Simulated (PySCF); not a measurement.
# Reproducing measurements on carbon monosulfide

**The experiment to reproduce.**

From NIST CCCBDB Release 22 (SRD 101), experimental dipoles, for the gas: dipole moment (microwave Stark effect, vibrational ground state) 1.958 ± 0.005 D.

From Liu, Meijer, Perez-Rios, Phys. Chem. Chem. Phys. 22 (2020) 24191, for the gas: dipole moment 1.958 D.

The results are set against them at the end.

Compound: carbon monosulfide, CS.
Numbering: `[C-:1]#[S+:2]`

Cartesian coordinates in Å at the GFN2-xTB level; atoms count from 1:
```
atom  x, y, z in Å
C1     0.7620   -0.0034   -0.0023
S2    -0.7592    0.0046   -0.0119
```

Runs made with PySCF (gas phase, on this GFN2-xTB geometry; no spin–orbit coupling):

| level | job | basis functions | wall time |
| --- | --- | --- | --- |
| PBE0/pcSseg-1 | shieldings, charges and field gradients | 41 | 1.2 s |
| PBE0/def2-SVPD | 8 singlets by full TDDFT, 3 Tamm–Dancoff triplets, polarisability | 47 | 0.7 s |

Hardware: Arm Neoverse V2, one thread, shared host.

## Comparison

**Dipole moment.** Measured: 1.958 D (NIST CCCBDB Release 22 (SRD 101), experimental dipoles) and 1.958 D (Liu, Meijer, Perez-Rios, Phys. Chem. Chem. Phys. 22 (2020) 24191). Differences are taken against the first.

```tsv
level	computed (D)	computed − measured (D)	% (from the printed values)
PBE0/pcSseg-1	1.802	-0.156	-8
PBE0/def2-SVPD	1.980	+0.022	+1
```

Closest is PBE0/def2-SVPD (+0.022 D), furthest PBE0/pcSseg-1 (-0.156 D); one molecule doesn't rank methods. The computed dipoles belong to one fixed geometry; measured ones are averaged over vibrations unless marked μe. Magnitudes are compared, not signs.

No measured geometry was used, and the causes of the misses weren't examined.
